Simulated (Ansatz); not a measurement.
Rock-salt ZrC, treated with Hartree–Fock (Ansatz, an electronic-structure program, plane waves, PAW).

Run with plane-wave cutoff 460 eV, 10×10×10 k mesh, Fermi–Dirac smearing 0.05 eV, scalar-relativistic PAW data made under PBE.

Cell (relaxed at this level):

```yaml
crystal:
  lattice:
    - [0.00000, 2.39542, 2.39542]
    - [2.39542, 0.00000, 2.39542]
    - [2.39542, 2.39542, 0.00000]
  atoms:
    - { symbol: Zr, position: [0.00000, 0.00000, 0.00000] }
    - { symbol: C, position: [0.50000, 0.50000, 0.50000] }
```

Question: Estimate the bulk modulus and pressure derivative B′ of the bulk modulus that the calculation returns.

Answer: 
* **bulk modulus**: 234 GPa
* **pressure derivative B′ of the bulk modulus**: 3.8

Measured, for comparison: bulk modulus 223 GPa (temperature not stated, no zero-point or thermal correction, from single-crystal elastic constants, our sources range from 208 to 223; as tabulated in arXiv:1102.4063). Computed (rounded) less measured: bulk modulus +5 % (+5 % to +12 % over the range). A static lattice is as a rule a little smaller and stiffer than an uncorrected measurement, which narrows the difference in the bulk modulus and would widen misses of the other sign.

Computed values are for the static lattice.

Computing time: very roughly 21 core-minutes.
